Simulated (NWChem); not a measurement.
**Total energies of CHO (+1)**

```xyz
3

C      0.0000     0.0000    -0.5219
O      0.0000     0.0000     0.5966
H      0.0000     0.0000    -1.6409
```
Charge +1, spin multiplicity 1.

The numbers come from NWChem runs, not from measurements. Structure: optimised with PBE/def2-SVP, a minimum by its harmonic frequencies.

Basis set: def2-SVP (33 functions).

```tsv
method	total energy (Ha)
RHF	-112.87249
MP2	-113.17635
B2PLYP	-113.36795
PBE	-113.33798
B3LYP	-113.45995
BHandHLYP	-113.39725
CCSD(T)	-113.19186
```

Total energies of different functionals aren't comparable as a measure of quality: only differences taken within one method are. 

The correlated methods keep 2 core orbitals frozen. B3LYP has NWChem's definition, with VWN1-RPA local correlation. The structure started from a generated list of species. Coupled-cluster values serve here as a point of comparison, not as the truth.
